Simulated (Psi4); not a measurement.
This Psi4 input (wB97X-V/pcseg-3) gives -76.44101 Eh with 126 basis functions.

```
memory 2025 MB

molecule {
0 1
O     0.00702152    0.00134342    0.11666744
H    -0.04995842    0.75929218   -0.47415850
H    -0.00621371   -0.77003954   -0.45918106
}

set {
  basis pcseg-3
  scf_type df
}

energy('wb97x-v')
print_variables()
```

Change:
```diff
- basis pcseg-3
+ basis 6-311g**
```

### Question
What does the run give now?

### Answer
-76.41595 Eh (wB97X-V/6-311G**, 30 functions), a change of +25.06 mEh.
